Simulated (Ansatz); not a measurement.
A calculation on bcc Ba returned lattice constant a 5.070 Å, cohesive energy 2.04 eV/atom.

For reference: lattice constant a 4.995 Å (measured, low-temperature or extrapolated to 0 K; zero-point anharmonic expansion removed, our sources range from 4.995 to 5.004; as tabulated in Csonka et al. (2009), arXiv:0903.4037); cohesive energy 1.91 eV/atom (measured, static lattice: zero-point vibration energy added; as tabulated in Mejia-Rodriguez and Trickey (2018), arXiv:1807.09216).

Problem. Which level of theory produced these numbers?
A. r²SCAN (Ansatz, a program for electronic structure)
B. LDA (Ansatz)
C. rVV10 (Ansatz)
D. B3LYP (VWN-RPA form) (Ansatz)

Solution. A, r²SCAN (Ansatz)

The others give: LDA 4.757 Å, 2.24 eV/atom; B3LYP (VWN-RPA form) 5.159 Å, 1.13 eV/atom; rVV10 4.921 Å, 2.10 eV/atom.

Unless a cell is named, each level is at its own relaxed cell (B3LYP (VWN-RPA form) 68.64, LDA 53.82, r²SCAN 65.17, rVV10 59.59 Å³/atom).

Ansatz's density-functional and Hartree–Fock values are scalar-relativistic unless marked +SOC, with PAW data made under PBE.
